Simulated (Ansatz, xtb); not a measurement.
Relaxing a trial structure of C2H3

The starting geometry of this gas-phase doublet has its atoms placed at random.

```xyz
5

C     0.0944    1.6220    0.0387
C    -1.4225   -0.4137    0.0688
H    -1.0964    0.5027    0.8569
H    -1.0526    0.8191   -0.3293
H     0.2849    0.3498    0.8457
```

**Question.** One run relaxed it with r2SCAN-D4/def2-SVP. What is a likely outcome?

**Answer.** It ends as `[CH]=C`. Distances that change by over a tenth: C2–H3 (1.25 → 1.10 Å). Contacts that close: C1–C2 (2.54 → 1.31 Å), C1–H5 (1.52 → 1.09 Å), C2–H4 (1.35 → 1.10 Å).

The energy falls by 10.02 eV over 18 steps:

```
step  E − E(last) (eV)
   1            10.017
   3             6.850
   5             5.490
   7             3.248
   9             2.098
  10             1.191
  12             0.117
  14             0.033
  16             0.000
  18             0.000
```

Final geometry (Å):

```xyz
5

C     0.1973    0.7824    0.1581
C    -1.0932    0.5347    0.1554
H    -1.6133    0.1411    1.0453
H    -1.7188    0.7063   -0.7309
H     1.0357    0.7154    0.8529
```

From the same start GFN2-xTB reaches the same bonding as this run.

From so rough a start the end depends on the optimiser's path, so another program may land elsewhere. No frequencies were run, so the end isn't proven a minimum. Open shells are spin-unrestricted. Run with Ansatz 0.2.0, 18 s on 1 thread of Intel(R) Xeon(R) 6975P-C (Granite Rapids), on a shared host.
